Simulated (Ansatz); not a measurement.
methanethiol (SMILES CS) moved off its minimum; all values from Ansatz (an electronic-structure program), cores frozen in correlated methods.
(charge 0, multiplicity 1)
```xyz
6

C     -1.06669    -0.38496     0.11770
S      0.56990     0.37304     0.03019
H     -1.22576    -0.97337     1.04991
H     -1.84723     0.33873     0.00615
H     -1.15232    -1.15078    -0.67885
H      1.33248    -0.81730     0.03662
```

Forces at r2SCAN/def2-TZVPP (eV/Å):

| atom | Fx | Fy | Fz |
|---|---|---|---|
| C1 | 0.282 | -2.271 | 0.161 |
| S2 | 0.849 | -0.927 | 0.090 |
| H3 | 0.143 | 0.732 | -0.321 |
| H4 | -0.220 | 0.578 | -0.071 |
| H5 | -0.119 | 0.624 | 0.136 |
| H6 | -0.935 | 1.264 | 0.005 |

Question: Give the forces (eV/Å), the total energy and the dipole at CCSD(T)/aug-cc-pV(T+d)Z.

Answer: 
```json
[
 {"atom": "C1", "Fx": "0.149", "Fy": "-2.348", "Fz": "0.174"},
 {"atom": "S2", "Fx": "1.001", "Fy": "-0.926", "Fz": "0.089"},
 {"atom": "H3", "Fx": "0.170", "Fy": "0.738", "Fz": "-0.303"},
 {"atom": "H4", "Fx": "-0.242", "Fy": "0.613", "Fz": "-0.074"},
 {"atom": "H5", "Fx": "-0.094", "Fy": "0.612", "Fz": "0.110"},
 {"atom": "H6", "Fx": "-0.984", "Fy": "1.311", "Fz": "0.005"}
]
```
Energy -438.1753 hartree, dipole 1.52 D.
